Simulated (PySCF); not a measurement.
Molecule: `O=c1ccocc1`, C$_{5}$H$_{4}$O$_{2}$.

Bonds (- single, = double, # triple, : aromatic): O1=C2, C2-C3, C3=C4, C4-O5, O5-C6, C6=C7, C7-C2. C3 carries H8; C4 carries H9; C6 carries H10; C7 carries H11.

Frames of a GFN2-xTB Langevin trajectory at 200 K; GIAO PBE0/pcSseg-1 shieldings in PySCF, gas phase, non-relativistic; equivalent atoms averaged within each frame.

Chemical shifts δ = σref − σ; H2O for ¹⁷O (σ = 336.08 ppm); ¹³C (σ = 186.93 ppm), ¹H (σ = 31.72 ppm) against TMS, all at this level. The references are static minima.

How do the shifts (ppm) fluctuate along the trajectory?

Results:


```tsv
time (fs)	O1	O5	C2	C4/C6	C3/C7	H9/H10	H8/H11
optimised geometry	554.6	228.7	176.8	159.8	127.7	7.74	6.43
250	523.4	228.4	171.3	158.1	130.2	7.71	6.56
425	558.6	227.0	175.8	158.5	123.7	7.14	6.29
625	578.1	236.0	181.6	159.4	127.0	8.08	6.21
800	544.2	230.5	174.0	159.6	130.2	7.95	7.00
1000	575.1	229.6	176.6	162.9	125.7	7.61	6.62
mean of frames	555.9	230.3	175.9	159.7	127.4	7.70	6.54
standard deviation	22.7	3.5	3.8	1.9	2.8	0.36	0.31
```

5 frames give an uncertainty of the mean of about the standard deviation over 2.2 at best, since frames this close in time may not be independent; classical motion lacks zero-point vibration, and the reference would need the same averaging.
